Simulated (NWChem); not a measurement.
Everything below was run with NWChem. System: Na2, charge 0, spin multiplicity 1, at a geometry optimised with PBE/def2-SVP. The structure started from a generated list of species. Level: RHF/3-21G.

Input file:

```
start mol
memory heap 200 mb stack 900 mb global 1100 mb
geometry units angstroms nocenter noautoz
  Na     0.000000     0.000000     1.554676
  Na     0.000000     0.000000    -1.554676
  symmetry group D2h
end
basis spherical
  * library 3-21g
end
scf
  rhf
  nopen 0
  maxiter 100
  thresh 1e-7
  semidirect memsize 60000000 filesize 0
end
task scf energy
```

Output (cleaned and shortened):

```
             Northwest Computational Chemistry Package (NWChem) 7.3.0
             --------------------------------------------------------

                                NWChem Input Module
                                -------------------

 Scaling coordinates for geometry "geometry" by  1.889725989
 (inverse scale =  0.529177249)

 Turning off AUTOSYM since
 SYMMETRY directive was detected!

                             Geometry "geometry" -> ""
                             -------------------------

 Output coordinates in angstroms (scale by  1.889725989 to convert to a.u.)

  No.       Tag          Charge          X              Y              Z
 ---- ---------------- ---------- -------------- -------------- --------------
    1 Na                  11.0000     0.00000000     0.00000000     1.55467600
    2 Na                  11.0000     0.00000000     0.00000000    -1.55467600

 Effective nuclear repulsion energy (a.u.)      20.5928589394

            Nuclear Dipole moment (a.u.)
            ----------------------------
        X                 Y               Z
 ---------------- ---------------- ----------------
     0.0000000000     0.0000000000     0.0000000000

      Symmetry information
      --------------------

 Group name             D2h
 Group number             26
 Group order               8
 No. of unique centers     1

      Symmetry unique atoms

     1


 Summary of "ao basis" -> "" (spherical)
 ------------------------------------------------------------------------------
       Tag                 Description            Shells   Functions and Types
 ---------------- ------------------------------  ------  ---------------------
 *                           3-21g                    on all atoms

 Summary of "ao basis" -> "ao basis" (spherical)
 ------------------------------------------------------------------------------
       Tag                 Description            Shells   Functions and Types
 ---------------- ------------------------------  ------  ---------------------
 Na                          3-21g                   7       13   4s3p

                                 NWChem SCF Module
                                 -----------------

  ao basis        = "ao basis"
  functions       =    26
  atoms           =     2
  closed shells   =    11
  open shells     =     0
  charge          =   0.00
  wavefunction    = RHF
  use symmetry    = T
  symmetry adapt  = T

 Summary of "ao basis" -> "ao basis" (spherical)
 ------------------------------------------------------------------------------
       Tag                 Description            Shells   Functions and Types
 ---------------- ------------------------------  ------  ---------------------
 Na                          3-21g                   7       13   4s3p

      Symmetry analysis of basis
      --------------------------

        ag          7
        au          0
        b1g         0
        b1u         7
        b2g         3
        b2u         3
        b3g         3
        b3u         3

 Forming initial guess at       0.0s

      Superposition of Atomic Density Guess
      -------------------------------------

 Sum of atomic energies:        -321.70808199

      Non-variational initial energy
      ------------------------------

 Total energy =    -321.661606
 1-e energy   =    -494.321094
 2-e energy   =     152.066629
 HOMO         =      -0.142595
 LUMO         =      -0.020866

      Symmetry analysis of molecular orbitals - initial
      -------------------------------------------------

 !! scf_movecs_sym_adapt:   12 vectors were symmetry contaminated

  Symmetry fudging

 !! scf_movecs_sym_adapt:   10 vectors were symmetry contaminated

  Numbering of irreducible representations:

     1 ag          2 au          3 b1g         4 b1u         5 b2g
     6 b2u         7 b3g         8 b3u

  Orbital symmetries:

     1 ag          2 b1u         3 ag          4 b1u         5 ag
     6 b2u         7 b3u         8 b3g         9 b2g        10 b1u
    11 ag         12 b1u        13 b2u        14 b3u        15 ag
    16 b2g        17 b3g        18 b1u        19 ag         20 b3u
    21 b2u

 Starting SCF solution at       0.0s

 ----------------------------------------------
         Quadratically convergent ROHF

 Convergence threshold     :          1.000E-07
 Maximum no. of iterations :          100
 Final Fock-matrix accuracy:          1.000E-09
 ----------------------------------------------

              iter       energy          gnorm     gmax       time
             ----- ------------------- --------- --------- --------
                 1     -321.7078871879  3.50D-02  2.06D-02      0.0
                 2     -321.7085006027  1.25D-03  9.11D-04      0.0
                 3     -321.7085018096  1.92D-06  7.40D-07      0.0
                 4     -321.7085018096  9.95D-09  6.15D-09      0.0

       Final RHF  results
       ------------------

         Total SCF energy =   -321.708501809583
      One-electron energy =   -494.710219951194
      Two-electron energy =    152.408859202204
 Nuclear repulsion energy =     20.592858939407

        Time for solution =      0.0s

       Symmetry analysis of molecular orbitals - final
       -----------------------------------------------

  Numbering of irreducible representations:

     1 ag          2 au          3 b1g         4 b1u         5 b2g
     6 b2u         7 b3g         8 b3u

  Orbital symmetries:

     1 ag          2 b1u         3 b1u         4 ag          5 ag
     6 b3u         7 b2u         8 b2g         9 b3g        10 b1u
    11 ag         12 b1u        13 b3u        14 b2u        15 ag
    16 b3g        17 b2g        18 b1u        19 ag         20 b3u
    21 b2u

             Final eigenvalues
             -----------------

              1
    1  -40.2056
    2  -40.2056
    3   -2.7590
    4   -2.7589
    5   -1.4771
    6   -1.4755
    7   -1.4755
    8   -1.4753
    9   -1.4753
   10   -1.4744
   11   -0.1641
   12    0.0057
   13    0.0319
   14    0.0319
   15    0.0454
   16    0.0628
   17    0.0628
   18    0.0866
   19    0.1307
   20    0.1573
   21    0.1573

                       ROHF Final Molecular Orbital Analysis
                       -------------------------------------

 Vector    9  Occ=2.000000D+00  E=-1.475300D+00  Symmetry=b3g
              MO Center=  3.0D-48, -2.9D-19,  3.7D-16, r^2= 2.7D+00
   Bfn.  Coefficient  Atom+Function         Bfn.  Coefficient  Atom+Function
  ----- ------------  ---------------      ----- ------------  ---------------
     4      0.700961  1 Na py                17     -0.700961  2 Na py

 Vector   10  Occ=2.000000D+00  E=-1.474359D+00  Symmetry=b1u
              MO Center= -2.7D-36,  5.2D-25, -4.8D-16, r^2= 2.6D+00
   Bfn.  Coefficient  Atom+Function         Bfn.  Coefficient  Atom+Function
  ----- ------------  ---------------      ----- ------------  ---------------
     5      0.702144  1 Na pz                18      0.702144  2 Na pz

 Vector   11  Occ=2.000000D+00  E=-1.640962D-01  Symmetry=ag
              MO Center= -5.8D-20,  4.3D-18,  2.9D-17, r^2= 6.8D+00
   Bfn.  Coefficient  Atom+Function         Bfn.  Coefficient  Atom+Function
  ----- ------------  ---------------      ----- ------------  ---------------
    10      0.299626  1 Na s                 23      0.299626  2 Na s
     6      0.272001  1 Na s                 19      0.272001  2 Na s
     2     -0.153792  1 Na s                 15     -0.153792  2 Na s

 Vector   12  Occ=0.000000D+00  E= 5.694420D-03  Symmetry=b1u
              MO Center=  3.2D-19, -5.1D-19,  5.3D-18, r^2= 1.9D+01
   Bfn.  Coefficient  Atom+Function         Bfn.  Coefficient  Atom+Function
  ----- ------------  ---------------      ----- ------------  ---------------
    13      0.724777  1 Na pz                26      0.724777  2 Na pz
    10     -0.213956  1 Na s                 23      0.213956  2 Na s

 Vector   13  Occ=0.000000D+00  E= 3.185909D-02  Symmetry=b3u
              MO Center= -1.5D-19, -2.1D-52,  7.4D-18, r^2= 1.6D+01
   Bfn.  Coefficient  Atom+Function         Bfn.  Coefficient  Atom+Function
  ----- ------------  ---------------      ----- ------------  ---------------
    11      0.556855  1 Na px                24      0.556855  2 Na px

 Vector   14  Occ=0.000000D+00  E= 3.185909D-02  Symmetry=b2u
              MO Center= -1.1D-50, -6.9D-18,  5.8D-17, r^2= 1.6D+01
   Bfn.  Coefficient  Atom+Function         Bfn.  Coefficient  Atom+Function
  ----- ------------  ---------------      ----- ------------  ---------------
    12      0.556855  1 Na py                25      0.556855  2 Na py

 center of mass
 --------------
 x =   0.00000000 y =   0.00000000 z =   0.00000000

 moments of inertia (a.u.)
 ------------------
         396.864862254578           0.000000000000           0.000000000000
           0.000000000000         396.864862254578           0.000000000000
           0.000000000000           0.000000000000           0.000000000000

  Mulliken analysis of the total density
  --------------------------------------

    Atom       Charge   Shell Charges
 -----------   ------   -------------------------------------------------------
    1 Na  11    11.00   2.00  2.00  5.94  0.45  0.12  0.50 -0.00
    2 Na  11    11.00   2.00  2.00  5.94  0.45  0.12  0.50 -0.00

       Multipole analysis of the density wrt the origin
       ------------------------------------------------

     L   x y z        total         open         nuclear
     -   - - -        -----         ----         -------
     0   0 0 0     -0.000000      0.000000     22.000000

     1   1 0 0     -0.000000      0.000000      0.000000
     1   0 1 0     -0.000000      0.000000      0.000000
     1   0 0 1      0.000000      0.000000      0.000000

     2   2 0 0    -18.664888      0.000000      0.000000
     2   1 1 0      0.000000      0.000000      0.000000
     2   1 0 1     -0.000000      0.000000      0.000000
     2   0 2 0    -18.664888      0.000000      0.000000
     2   0 1 1     -0.000000      0.000000      0.000000
     2   0 0 2     -7.162452      0.000000    189.889146

 Task  times  cpu:        0.0s     wall:        0.0s

 Total times  cpu:        0.1s     wall:        0.1s
```
